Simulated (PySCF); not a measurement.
A structure optimised at PBE-D3(BJ)/def2-TZVP, used in a PySCF frequency run:

```xyz
5

Cl    -1.4857     0.0000     0.2159
C      0.0000     0.0000    -0.7646
Cl     1.4857     0.0000     0.2159
H      0.0000     0.9054    -1.3770
H      0.0000    -0.9054    -1.3770
```

Q: Write its SMILES, formula and point group.

A: ClCCl, CH2Cl2, C2v

Q: What are its rotational constants (standard atomic weights)?

A: 32.249, 3.1956, 2.9638 GHz
